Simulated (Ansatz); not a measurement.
Calculated with Ansatz (gas phase, PBE0-D4/def2-TZVP geometries, no zero-point term in ΔE). CBS: MP2 limit from def2 TZ/QZ plus the TZ coupled-cluster correction, frozen cores. This one scheme is used for every species. DFT in def2-TZVPP. B3LYP here is the variant with VWN-RPA as its local correlation; programs differ in this. Triplets are unrestricted, without spin–orbit coupling. Each species was taken in one conformer, which may not be the lowest.

Reaction (formal loss of a carbene): `FCC1=C(F)N1` → `[CH2]` (triplet) + `FC1=C(F)N1`

`FCC1=C(F)N1`:

Z-matrix (Å, degrees):
```
C
C 1 1.450
F 1 1.386 2 112.1
H 1 1.093 2 111.1 3 120.1
H 1 1.094 2 108.9 3 -119.7
C 2 1.273 1 163.1 3 71.9
N 2 1.633 1 136.9 3 -61.2
F 6 1.294 2 150.4 1 36.1
H 7 1.025 2 108.9 1 -95.0
```

`[CH2]` (triplet):

Cartesian coordinates in Å:
```
C -0.118 0.082 0.235
H -0.721 0.304 -0.631
H 0.840 -0.387 0.396
```

`FC1=C(F)N1`:

```xyz
6

F     2.006    0.196   -0.093
C     0.722    0.115    0.014
C    -0.407    0.213    0.569
F    -1.251    0.479    1.509
N    -0.351   -0.737   -0.583
H    -0.719   -0.267   -1.417
```

CCSD(T)/CBS gives +487.0 kJ/mol.

Q: Another level gave +475.7 kJ/mol. Which?
A. CCSD(T)/def2-TZVPP
B. ωB97M-V/def2-TZVPP
C. CCSD/def2-TZVPP
D. B3LYP-D4/def2-TZVPP

A: A. CCSD(T)/def2-TZVPP 475.7, CCSD/def2-TZVPP 464.5, ωB97M-V 489.1, B3LYP-D4 484.8 kJ/mol.

Largest T1 diagnostic among the species: 0.013.

In def2-TZVPP, CCSD(T) changes the Hartree–Fock value by +126.3 kJ/mol (the triples alone add +11.3 kJ/mol) and MP2 by +142.0 kJ/mol. From PBE to PBE0 (25 % exact exchange), in def2-TZVPP and without D4, ΔE moves by −8.9 kJ/mol.
